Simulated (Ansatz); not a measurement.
Tungsten, bcc: convergence with the k-point mesh

Computed with Ansatz, LDA, scalar-relativistic PAW, on the relaxed cell (a = 3.135 Å; spin not included). Errors count from a run at 420 eV on a Γ-centred 23×23×23 mesh with Fermi-Dirac smearing of 0.1 eV, extrapolated to zero width. Fixed here: cutoff 420 eV, Fermi-Dirac width 0.1 eV. The SCF starts from atomic densities corrected by a trained network.

```
  k-mesh  E(σ→0) error (meV/atom)  P (GPa)  SCF iterations
   2×2×2                    871.5    15.47               6
   4×4×4                    148.9    -0.76               6
   5×5×5                    -43.1     0.11               6
   7×7×7                     69.7     0.36               6
   9×9×9                    -13.4    -0.41               6
11×11×11                     22.8     0.23               6
15×15×15                      5.7     0.09               6
20×20×20                     -0.9    -0.03               6
```

Within 5 meV/atom of the last row: from 20×20×20 on.
